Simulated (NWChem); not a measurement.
Species: SiO cation, doublet; SMILES of the neutral closed-shell parent O=[Si]

```xyz
2

Si     0.0000     0.0000     0.5666
O      0.0000     0.0000    -0.9718
```
Atoms are numbered in this order, from 1.

Program: NWChem. Pople sets run with spherical d functions. Spin-unrestricted. Structure relaxed at the B3LYP/6-31G* (spherical d), spin-unrestricted level. This spin state was assumed; another may lie lower. No stability test was run on the SCF state. Vzz is the largest principal value of the second derivative of the potential at the nucleus (NWChem prints the opposite sign); η is the asymmetry. Non-relativistic.

For level UHF/6-31G*:

```
Property       Result
-------------  ------
Vzz O2 (a.u.)   2.463
```

Problem. Estimate the same quantities for level PBE0/6-31G*.

Solution. 
* **Vzz O2 (a.u.)**: 1.596
